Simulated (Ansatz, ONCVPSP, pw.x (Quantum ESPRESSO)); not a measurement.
# carbon (diamond): variants of one ONCV potential in the solid

* Element: carbon
* Generator: ONCVPSP 4.0.1.1 (patched build)
* Type: optimised norm-conserving Vanderbilt (ONCV)
* Functional: PBE
* Relativity: scalar-relativistic
* Frozen core: [He]
* Valence charge: 4
* Reference configuration: 2s2 2p1 (charge +1)
* Partial waves: 2s: rc 1.10 bohr, ncon 3, nbas 6, qcut 6.9 1/bohr, 2 projectors, debl 2.9 Ha; 2p: rc 1.45 bohr, ncon 3, nbas 6, qcut 6.3 1/bohr, 2 projectors, debl 3.8 Ha
* Local potential: polynomial inside 1.05 bohr (lpopt 5, dvloc0 0 Ha)
* Core correction: Teter function, fcfact 3.5, rcfact 1.35

Crystal test: diamond C in pw.x 7.5, no spin, 13³ k-points, Fermi–Dirac smearing 0.01 Ry, cutoffs set for each file from its atomic test. The reference is all-electron LAPW (Ansatz 0.2.0) with the same functional, mesh and smearing; V0 and B0 come from Birch–Murnaghan fits to the pressures at five volumes. Errors are pseudo minus all-electron; Δ is the rms difference of the E(V) curves that follow from these fits, minima aligned, over ±6 % about the mean V0. Mesh and smearing are coarse, so the numbers serve the comparison and aren't converged zero-temperature values; the lattice is a test structure that the element need not adopt.

All-electron: a0 = 3.572 Å (V0 = 5.69 Å³/atom), B0 = 433.5 GPa.

Base: This is a poor potential for the solid.

```csv
change,cutoffs (Ry),pw.x,a0 (Å),a0 error (%),B0 error (%),Δ (meV/atom),mean pressure error (GPa)
base,110/440,converged,3.546,-0.73,+0.9,11.7,-9.40
reference 2s2 2p2,85/340,converged,3.552,-0.54,+0.2,8.8,-7.07
p: qcut 6.5,85/340,converged,3.547,-0.69,+0.9,11.1,-8.88
p: nbas 7,115/460,converged,3.545,-0.75,+1.0,12.2,-9.75
core correction none,110/440,converged,3.546,-0.71,+0.7,11.4,-9.15
```

Q: Give the row for: s: ncon 4, nbas 7.

A: pw.x: converged; mean pressure error (GPa): -9.29; a0 (Å): 3.546; a0 error (%): -0.72; B0 error (%): +0.9; Δ (meV/atom): 11.6.
